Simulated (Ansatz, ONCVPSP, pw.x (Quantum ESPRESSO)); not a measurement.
germanium: one change to the ONCV potential, in the atom and in the diamond crystal

ONCVPSP 4.0.1.1 (patched build) input, shortened (lines: element, Z, core and valence counts, functional; n l f; lmax; l rc ep ncon nbas qcut; lloc lpopt rc5 dvloc0; l nproj debl; icmod fcfact rcfact), LDA (Perdew-Wang 92), scalar-relativistic:

```
  Ge 32.00    6    2  -001012      upf
    1    0    2.00
    2    0    2.00
    2    1    6.00
    3    0    2.00
    3    1    6.00
    3    2   10.00
    4    0    2.00
    4    1    2.00
    1
    0    1.80    0.00    3    6    2.90
    1    2.15    0.00    4    9    4.20
    4    4    1.45    0.00
    0    2    2.60
    1    1    1.70
    3    4.00    1.00
```

Change: local potential polynomial inside 1.45 bohr (lpopt 4, dvloc0 4 Ha).

Cutoffs, loose and tight: the cutoffs (Ha) at which the residual kinetic energy of the hardest occupied pseudo-wave falls to 1 and 0.1 mHa per electron. They do not see the model core or the augmentation charge, which bear on the density cutoff. Test errors are all-electron minus pseudo excitation energies from the reference, over the configurations 4s2 4p1; 4s2 4p0; 4s1 4p0; 4s2 4p1.5; variants that change the core or the reference have their own tests.

Crystal test: diamond Ge in pw.x 7.5, no spin, 8³ k-points, Fermi–Dirac smearing 0.01 Ry, cutoffs set for each file from its atomic test. The reference is all-electron LAPW (Ansatz 0.2.0) with the same functional, mesh and smearing; V0 and B0 come from Birch–Murnaghan fits to the pressures at five volumes. Errors are pseudo minus all-electron; Δ is the rms difference of the E(V) curves that follow from these fits, minima aligned, over ±6 % about the mean V0. Mesh and smearing are coarse, so the numbers serve the comparison and aren't converged zero-temperature values; the lattice is a test structure that the element need not adopt.

All-electron: a0 = 5.625 Å (V0 = 22.24 Å³/atom), B0 = 69.8 GPa.

Question: Does the change bring the crystal closer to the all-electron result?

Answer: The mean pressure error goes from -11.66 to -9.19 GPa, so the change moves the solid closer to the all-electron pressures. Neither pressure curve crosses zero within the volumes sampled, so no fits are given.

```csv
quantity,base,changed
outcome (atom),generated,generated
"cutoff, loose (atom)",24 Ha,24 Ha
"cutoff, tight (atom)",41 Ha,41 Ha
bound ghosts (atom),none,none
largest test error (meV) (atom),+111,+111
cutoffs in pw.x (Ry),95/380,95/380
mean pressure error (GPa),-11.66,-9.19
```

Base: This is a poor potential for the solid. Changed file: This is a poor potential for the solid.
